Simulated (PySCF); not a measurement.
First SCF of a structure search on singlet P(OH)₃, at a hand-made T-shaped (heavy-atom frame) geometry. PySCF input:

```python
from pyscf import gto, scf, dft
mol = gto.M(atom='''
P      0.000000     0.000000     0.000000
O      0.000000     0.000000     1.740000
O      1.738900     0.000000     0.060700
O     -1.738900     0.000000     0.060700
H     -0.735400     0.000000     2.357100
H      2.355600    -0.735400     0.082300
H     -2.355600     0.735400     0.082300''',
    basis={'P': 'def2-TZVP', 'O': 'def2-TZVP', 'H': 'def2-TZVP'},
    charge=0, spin=0)
mf = dft.RKS(mol, xc='PBE0')
mf.grids.atom_grid = (50, 194)
aux = {'P': 'def2-universal-JKFIT', 'O': 'def2-universal-JKFIT', 'H': 'def2-universal-JKFIT'}
mf = mf.density_fit(auxbasis=aux)
mf.conv_tol = 1e-08
mf.diis_space = 10
mf.max_cycle = 60
mf.init_guess = 'minao'
mf.verbose = 4
mf.kernel()
```

Excerpt of the output (cycles and frontier levels):

```
init E= -568.780268202378
  HOMO = -0.282994366052314  LUMO = -0.161226964873052  gap/eV = 3.31346
cycle= 1 E= -568.249962597851  delta_E= 0.53  |g|= 1.23  |ddm|= 2.41
  HOMO = -0.126849889495765  LUMO = -0.0842152414406842  gap/eV = 1.16015
cycle= 2 E= -567.566957239293  delta_E= 0.683  |g|= 2.23  |ddm|= 2.02
  HOMO = -0.236274140109593  LUMO = -0.102370762925538  gap/eV = 3.64370
cycle= 3 E= -568.515834715281  delta_E= -0.949  |g|= 0.179  |ddm|= 1.42
  HOMO = -0.251445612674466  LUMO = -0.122261742474755  gap/eV = 3.51527
cycle= 4 E= -568.520623928914  delta_E= -0.00479  |g|= 0.125  |ddm|= 0.286
  HOMO = -0.250711700789132  LUMO = -0.118492752140369  gap/eV = 3.59786
cycle= 5 E= -568.523178515798  delta_E= -0.00255  |g|= 0.0375  |ddm|= 0.0916
  HOMO = -0.246831057140625  LUMO = -0.114090884335958  gap/eV = 3.61204
cycle= 6 E= -568.523482888266  delta_E= -0.000304  |g|= 0.00542  |ddm|= 0.0448
  HOMO = -0.24733120990593  LUMO = -0.114424511251279  gap/eV = 3.61658
cycle= 7 E= -568.523488090291  delta_E= -5.2e-06  |g|= 0.00135  |ddm|= 0.005
  HOMO = -0.247282311239772  LUMO = -0.114382072069361  gap/eV = 3.61640
cycle= 8 E= -568.523488220628  delta_E= -1.3e-07  |g|= 0.00132  |ddm|= 0.00175
  HOMO = -0.247327433455361  LUMO = -0.114378737776825  gap/eV = 3.61772
cycle= 9 E= -568.523488553598  delta_E= -3.33e-07  |g|= 0.000213  |ddm|= 0.00091
  HOMO = -0.247324478072116  LUMO = -0.114388769098682  gap/eV = 3.61736
cycle= 10 E= -568.523488567961  delta_E= -1.44e-08  |g|= 4.62e-05  |ddm|= 0.000247
  HOMO = -0.247323586359528  LUMO = -0.114390146170315  gap/eV = 3.61730
cycle= 11 E= -568.52348856938  delta_E= -1.42e-09  |g|= 2.41e-05  |ddm|= 0.000153
  HOMO = -0.247323154093721  LUMO = -0.114389561773152  gap/eV = 3.61731
Extra cycle  E= -568.523488569426  delta_E= -4.64e-11  |g|= 2.19e-05  |ddm|= 4.75e-05
converged SCF energy = -568.523488569426
```

No lower solution of this spin was found by a stability analysis within the restricted form, which does not test spin polarisation.

The search for the lowest solution, with the stability check, took 9.3 s on 4 threads of a shared Arm Neoverse V1 host, with 148 basis functions; the process peaked at 0.57 GiB. Launch command: `OMP_NUM_THREADS=4 python axn.py task.json out`.
